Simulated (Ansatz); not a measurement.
Mulliken charges of `FC1N=C(Cl)O1` from ωB97M-V/def2-TZVPP in Ansatz (PBE0-D4/def2-TZVP geometry).

| atom | x (Å) | y (Å) | z (Å) | charge (e) |
| --- | --- | --- | --- | --- |
| F1 | -1.326 | 0.671 | 1.241 | -0.158 |
| C2 | -0.256 | 0.022 | 0.803 | 0.293 |
| N3 | 0.701 | 0.815 | 0.046 | -0.265 |
| C4 | 0.385 | 0.010 | -0.894 | 0.232 |
| Cl5 | 0.959 | -0.191 | -2.456 | 0.050 |
| O6 | -0.572 | -0.794 | -0.376 | -0.270 |
| H7 | 0.169 | -0.602 | 1.590 | 0.117 |

By hand: the dipole of these point charges (1 e Å = 4.8032 D).

Σ q r = (0.260, -0.179, -0.016) e Å, of length 0.316 e Å = 1.52 D.

How does the dipole of the full density compare? (An estimate is asked.)

Computed: (0.105, -0.297, -0.035) e Å, 1.52 D; the point charges give 1.00 times that, at 36° from its direction.

Point charges leave out the atoms' own dipoles, such as those of lone pairs, and Mulliken's split depends on the basis, so the two needn't agree.
